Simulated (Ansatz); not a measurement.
# C₃H₅ radical: small, medium and large basis sets

An exercise on one series of results from a longer session: the logs are not shown, and one member is left open.

The runs use Ansatz 0.2.0, Gaussian basis; one geometry, several basis sets.

Levels to be run: PBE0-D4/def2-SVP; ωB97M-V/def2-SVP; PBE0-D4/def2-QZVPP; ωB97M-V/def2-QZVPP; the functionals' def2-TZVPP values are taken from earlier runs.

## The relaxed structure

The geometry comes from an earlier relaxation with PBE0-D4 in a triple-zeta def2 set; it is a stationary point, not always the lowest conformer.

SMILES `C=[C]C`, 8 atoms, charge 0, spin multiplicity 2.

Atoms are counted from 1 here; the program's logs count them from 0.

Bond lengths: C1–C2 1.305 Å, C1–H4 1.086 Å, C1–H5 1.094 Å, C2–C3 1.459 Å, C3–H6 1.100 Å, C3–H7 1.093 Å, C3–H8 1.094 Å. Angles: C2–C1–H4 122.4°, C2–C1–H5 121.3°, H4–C1–H5 116.3°, C1–C2–C3 140.5°, C2–C3–H6 111.0°, C2–C3–H7 111.2°, C2–C3–H8 111.2°, H6–C3–H7 108.0°, H6–C3–H8 108.0°, H7–C3–H8 107.4°.

The first run:

in.yaml reads:

```yaml
crystal:
  periodic: [false, false, false]
  atoms:
    - {symbol: C, position_ang: [-0.944922, 0.679657, -0.871360]}
    - {symbol: C, position_ang: [-0.231687, -0.311641, -0.412399]}
    - {symbol: C, position_ang: [0.746592, -0.607448, 0.629244]}
    - {symbol: H, position_ang: [-1.620760, 0.568325, -1.714219]}
    - {symbol: H, position_ang: [-0.890786, 1.674939, -0.420637]}
    - {symbol: H, position_ang: [0.963593, 0.286994, 1.230951]}
    - {symbol: H, position_ang: [1.687744, -0.960755, 0.198969]}
    - {symbol: H, position_ang: [0.382328, -1.387273, 1.303752]}
basis:
  gaussian: {orbitals: def2-SVP}
magnetization: {spin_polarized: true, initial_magnetization: 1}
hamiltonian: {xc: pbe0, dispersion: d4}
output: {orbitals: {seedname: orbitals}}
```

Among the steps run: PBE0-D4 in def2-SVP; ωB97M-V in def2-SVP; PBE0-D4 in def2-QZVPP; ωB97M-V in def2-QZVPP.

One of the session's tables, all rows but one given; the rest of the session is left out.

It belongs to the step «Functionals by basis». 

| functional | basis | HOMO (eV) |
| --- | --- | --- |
| PBE0-D4 | def2-SVP | -6.18 |
| PBE0-D4 | def2-TZVPP | -6.25 |
| PBE0-D4 | def2-QZVPP | -6.27 |
| ωB97M-V | def2-SVP | -8.16 |
| ωB97M-V | def2-TZVPP | -8.26 |
| ωB97M-V | def2-QZVPP | ? |

Estimate the missing values for ωB97M-V, def2-QZVPP.

**Answer.** HOMO (eV): -8.28. In the column «HOMO (eV)» it is the lowest.
